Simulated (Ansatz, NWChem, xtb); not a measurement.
**Ligand exchange: RbCl + IF → RbI + ClF**

Species: RbCl, singlet; IF (iodine monofluoride), singlet; RbI, singlet; ClF (chlorine monofluoride), singlet. The partners trade Cl for I: Rb–Cl and F–I bonds give way to Rb–I and F–Cl.

Shapes, held fixed at every level: PBE0-D4/def2-TZVP; IF, RbI at the measured bond length. Programs: Ansatz 0.2.0, NWChem 7.3.0, xtb 6.7.1. A level may come from different programs for different species; with the same settings they agree closely. Electronic energies: no zero-point or thermal term.

```json
{"level": "GFN1-xTB", "kind": "semi-empirical", "ΔE (kJ/mol)": "+130.1"}
{"level": "BLYP/STO-3G", "kind": "GGA", "ΔE (kJ/mol)": "+70.6"}
{"level": "PBE/STO-3G", "kind": "GGA", "ΔE (kJ/mol)": "+58.9"}
{"level": "PBE0/STO-3G", "kind": "global hybrid", "ΔE (kJ/mol)": "+56.8"}
{"level": "HSE06/STO-3G", "kind": "range-separated hybrid", "ΔE (kJ/mol)": "+57.1"}
{"level": "MP2/STO-3G", "kind": "perturbation theory", "ΔE (kJ/mol)": "+59.3"}
{"level": "CCSDT(Q)/STO-3G", "kind": "coupled cluster or CI", "ΔE (kJ/mol)": "+57.1"}
{"level": "CCSDT/STO-3G", "kind": "coupled cluster or CI", "ΔE (kJ/mol)": "+57.1"}
{"level": "PBE0/def2-SVP", "kind": "global hybrid", "ΔE (kJ/mol)": "+87.9"}
```

PBE0/def2-SVP gives ΔE = +87.9 kJ/mol; the levels span +56.8 to +130.1. The median of the levels is +58.9. No measured value is set beside it here. For atoms past krypton def2 sets carry core potentials with scalar relativity. All-electron rows are non-relativistic unless named. Outer-core shells of I, Rb are correlated, in sets that cover them unevenly. PBE0/def2-SVP lies outside the range of all other levels here, so it shouldn't be taken on trust. Rows in sets without polarisation functions are far from converged.
